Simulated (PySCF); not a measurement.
# An excited-state table with gaps

BH₆PSi.
SMILES: `BP[SiH3]`

Computed with TDDFT PBE0/def2-SVPD, vertical, gas phase, core orbitals frozen in the response (PySCF). Isolated species at its PBE0-D3(BJ)/def2-SVP geometry (one conformer only).

Orbital energies (eV): HOMO-3 -10.01, HOMO-2 -9.61, HOMO-1 -8.95, HOMO -7.39, LUMO -1.80, LUMO+1 0.22, LUMO+2 0.33.

Lowest singlets, with some entries withheld (?).

```tsv
state	λ (nm)	f	main configurations (H = HOMO, L = LUMO)
S1	261.9	?	H→L (92%)
S2	218.1	?	H-1→L (91%)
S3	203.4	?	H-2→L (87%)
S4	197.6	?	H→L+1 (88%), H→L+3 (8%)
S5	189.4	?	H→L+2 (81%)
S6	185.3	?	H→L+3 (82%), H→L+2 (10%)
S7	177.3	?	H-3→L (85%)
S8	171.3	?	H→L+4 (86%)
S9	169.0	?	H-4→L (95%)
S10	163.2	?	H→L+5 (80%)
```

(1) Supply the missing values.

(2) How far apart are S9 and S10, in eV and cm⁻¹?

(3) Where do the lowest triplets lie (Tamm–Dancoff)?

(4) What is the vertical ionisation energy by ΔSCF at this level?

## Answers

(1) 
- S1: f = 0.086
- S2: f = 0.047
- S3: f = 0.017
- S4: f = 0.023
- S5: f = 0.063
- S6: f = 0.022
- S7: f = 0.0022
- S8: f = 0.072
- S9: f = 0.019
- S10: f = 0.022

(2) 7.599 − 7.335 = 0.264 eV, or about 2130 cm⁻¹.

(3) T1 3.34 eV, H→L (98%); T2 5.02 eV, H-1→L (93%); T3 5.40 eV, H-2→L (84%), H-3→L (12%); T4 5.69 eV, H→L+2 (72%), H→L+3 (13%). E(S1) − E(T1) = +1.40 eV.

(4) 9.37 eV; −ε(HOMO) is 7.39 eV.

The run took 13 s of wall time on Arm Neoverse V2, one thread, no GPU, shared host with 32 logical CPUs at a one-minute load of 18, and the process peaked at 0.51 GiB of memory.
